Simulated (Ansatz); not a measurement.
Method: DFT, RPBE, plane waves (420 eV) with PAW, scalar-relativistic in Ansatz. (PAW data from PBE, frozen cores regenerated.)

An element in the fcc structure gives this curve. The cell is scaled uniformly from the relaxed one, with fractional coordinates and shape fixed. Energies are extrapolated to zero smearing, pressures are those at the given smearing. Magnetic state: spin not included.

```json
{"V (Å³/atom)": "29.205", "E − E₀ (meV/atom)": "68.7", "P (GPa)": "6.19"}
{"V (Å³/atom)": "30.532", "E − E₀ (meV/atom)": "28.7", "P (GPa)": "3.68"}
{"V (Å³/atom)": "31.860", "E − E₀ (meV/atom)": "7.1", "P (GPa)": "1.70"}
{"V (Å³/atom)": "33.187", "E − E₀ (meV/atom)": "0.1", "P (GPa)": "0.13"}
{"V (Å³/atom)": "34.515", "E − E₀ (meV/atom)": "4.5", "P (GPa)": "-1.12"}
{"V (Å³/atom)": "35.842", "E − E₀ (meV/atom)": "18.3", "P (GPa)": "-2.12"}
{"V (Å³/atom)": "37.170", "E − E₀ (meV/atom)": "39.5", "P (GPa)": "-2.92"}
```

Q: Which element is it?
A. ytterbium
B. lead
C. tellurium
D. indium

A: B. Its fit is V₀ = 33.29 Å³/atom, B₀ = 34 GPa, B₀′ = 4.6.
